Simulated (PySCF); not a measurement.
PySCF input for acetone (C₃H₆O), SMILES CC(C)=O, C-PCM-B3LYP/def2-SVP. Coordinates come from a B3LYP-D3(BJ)/def2-SVP optimisation.

```python
import numpy as np
from pyscf import gto, scf, dft
from pyscf.solvent import pcm

mol = gto.M(
    atom='''
    C    -1.28893507    0.00104653   -0.61401430
    C    -0.00000000   -0.00000000    0.18822242
    C     1.28893507   -0.00104653   -0.61401430
    O    -0.00000000    0.00000000    1.39829837
    H    -1.30994502    0.85287355   -1.31377557
    H    -1.35496794   -0.91502367   -1.22490023
    H    -2.14988582    0.05326647    0.06490083
    H     2.14988581   -0.05326647    0.06490083
    H     1.35496794    0.91502367   -1.22490022
    H     1.30994502   -0.85287354   -1.31377558
    ''',
    basis='def2-SVP',
    charge=0,
    spin=0,
    max_memory=1600,
    verbose=3,
)
mf = dft.RKS(mol, xc='b3lyp').density_fit(auxbasis='def2-universal-jkfit')
mf.grids.level = 3
mf.conv_tol = 1e-9
mf.max_cycle = 100
mf.kernel()
res = {}
for name, eps in {'water': 78.355, 'dimethylsulfoxide': 46.826, 'benzene': 2.2706}.items():
    s = mf.PCM()
    s.with_solvent.method, s.with_solvent.eps, s.with_solvent.lebedev_order = 'C-PCM', eps, 29
    s.kernel(mf.make_rdm1())
    res[name] = (s.e_tot, eps, s.dip_moment(), s.mo_energy, s.converged)
    print(f'{name}: electrostatic solvation free energy {(s.e_tot - mf.e_tot) * 627.509474:.3f} kcal/mol')
```

Program output:

```
converged SCF energy = -193.013393140916

WARN: PCM is an experimental feature. It is still in testing.
Features and APIs may be changed in the future.

converged SCF energy = -193.020906354869
Dipole moment(X, Y, Z, Debye):  0.00000,  0.00000, -3.65221
water: electrostatic solvation free energy -4.715 kcal/mol

WARN: PCM is an experimental feature. It is still in testing.
Features and APIs may be changed in the future.

converged SCF energy = -193.020826843478
Dipole moment(X, Y, Z, Debye):  0.00000,  0.00000, -3.64252
dimethylsulfoxide: electrostatic solvation free energy -4.665 kcal/mol

WARN: PCM is an experimental feature. It is still in testing.
Features and APIs may be changed in the future.

converged SCF energy = -193.017291633518
Dipole moment(X, Y, Z, Debye):  0.00000,  0.00000, -3.22463
benzene: electrostatic solvation free energy -2.446 kcal/mol
```

The run converged.
